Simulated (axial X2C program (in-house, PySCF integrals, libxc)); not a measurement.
# BCN⁺: bond lengths and stretches, held linear

How do method and spin–orbit coupling move the bonds and stretches of BCN⁺, held linear?

Computed with an in-house X2C program for linear molecules on PySCF integrals. Level: all-electron X2C, two-component (2c) or spin-free, B dyall-v3z, C dyall-v3z, N dyall-av3z.

All values are calculated.

1 further run of the same task is left out (set aside as unsound or not needed).

## (1) Input

Contents of task.json:

```json
{
 "zs": [
  5,
  6,
  7
 ],
 "q": 1,
 "bas": [
  "dyall-v3z",
  "dyall-v3z",
  "dyall-av3z"
 ],
 "r0": [
  1.55,
  1.16
 ],
 "symm": 0,
 "scan": [
  "PBE0",
  "HF",
  "BHandHLYP"
 ],
 "levels": [
  "PBE0",
  "HF",
  "LDA"
 ],
 "nst": 2
}
```

Keys: zs atomic numbers; q charge; bas basis sets; r0 starting distance in Å; symm equal bonds; scan levels of the two-bond scan; levels methods; nst determinants followed.

The run is started by

```bash
$ python solin.py task.json out
```

Masses B 11.009, C 12.000, N 14.003 u.

## (2) Scan at PBE0, 2c

State: Ω = 1/2 (beyond evenly filled blocks: ω = 1/2). Energies above the lowest point, from the job's result record:

| r(B–C) (Å) | r(C–N) (Å) | E (meV) |
| --- | --- | --- |
| 1.4137 | 1.1359 | 74.67 |
| 1.4137 | 1.1650 | 27.67 |
| 1.4137 | 1.1941 | 76.19 |
| 1.4500 | 1.1359 | 45.36 |
| 1.4500 | 1.1650 | 0.00 |
| 1.4500 | 1.1941 | 50.07 |
| 1.4500 | 1.2233 | 179.18 |
| 1.4862 | 1.1359 | 65.84 |
| 1.4862 | 1.1650 | 22.07 |
| 1.4862 | 1.1941 | 73.66 |
| 1.5225 | 1.1650 | 85.26 |
| 1.5225 | 1.2233 | 270.27 |

A quadratic surface with cubic terms in each bond gives the minimum at 1.451 and 1.163 Å, force constants 6.03, 18.2 and coupling 0.23 mdyn/Å.

## (3) Scan at BHandHLYP, 2c

State: Ω = 1/2 (beyond evenly filled blocks: ω = 1/2). Energies above the lowest point, from the job's result record:

| r(B–C) (Å) | r(C–N) (Å) | E (meV) |
| --- | --- | --- |
| 1.4137 | 1.1359 | 21.90 |
| 1.4137 | 1.1650 | 27.88 |
| 1.4137 | 1.1941 | 128.14 |
| 1.4500 | 1.1359 | 0.00 |
| 1.4500 | 1.1650 | 8.18 |
| 1.4500 | 1.1941 | 110.67 |
| 1.4500 | 1.2233 | 289.34 |
| 1.4862 | 1.1359 | 28.11 |
| 1.4862 | 1.1650 | 38.44 |
| 1.4862 | 1.1941 | 143.07 |
| 1.5225 | 1.1650 | 110.04 |
| 1.5225 | 1.2233 | 400.08 |

A quadratic surface with cubic terms in each bond gives the minimum at 1.446 and 1.148 Å, force constants 6.21, 19.9 and coupling 0.33 mdyn/Å.

## (4) Scan at PBE0, spin-free

State: M_S = 1/2, Λ = 0 (beyond evenly filled blocks: σα). Energies above the lowest point, from the job's result record:

| r(B–C) (Å) | r(C–N) (Å) | E (meV) |
| --- | --- | --- |
| 1.4137 | 1.1359 | 74.50 |
| 1.4137 | 1.1650 | 27.64 |
| 1.4137 | 1.1941 | 76.27 |
| 1.4500 | 1.1359 | 45.22 |
| 1.4500 | 1.1650 | 0.00 |
| 1.4500 | 1.1941 | 50.19 |
| 1.4500 | 1.2233 | 179.40 |
| 1.4862 | 1.1359 | 65.72 |
| 1.4862 | 1.1650 | 22.10 |
| 1.4862 | 1.1941 | 73.81 |
| 1.5225 | 1.1650 | 85.31 |
| 1.5225 | 1.2233 | 270.57 |

A quadratic surface with cubic terms in each bond gives the minimum at 1.451 and 1.163 Å, force constants 6.03, 18.2 and coupling 0.23 mdyn/Å.

## (5) The levels side by side

| level | r(B–C) (Å) | r(C–N) (Å) | lower stretch (cm⁻¹) | upper stretch (cm⁻¹) |
| --- | --- | --- | --- | --- |
| PBE0, 2c | 1.451 | 1.163 | 1091.5 | 2304.7 |
| BHandHLYP, 2c | 1.446 | 1.148 | 1114.8 | 2393.5 |
| PBE0, spin-free | 1.451 | 1.163 | 1091.5 | 2304.7 |
| BHandHLYP, spin-free | 1.446 | 1.148 | 1114.8 | 2393.5 |

Scans not shown above were run alike.

What this shows: Over the levels the B–C bond spans 1.446 to 1.451 Å and the C–N bond 1.148 to 1.163 Å. At PBE0 spin–orbit coupling leaves both bonds unchanged to 0.001 Å. Each state is one determinant, the lowest of a limited PBE0 search; the stretches come from a fit to few points and are good to some per cent at best. The molecule was held linear; bending was not examined, so a bent shape may lie lower.
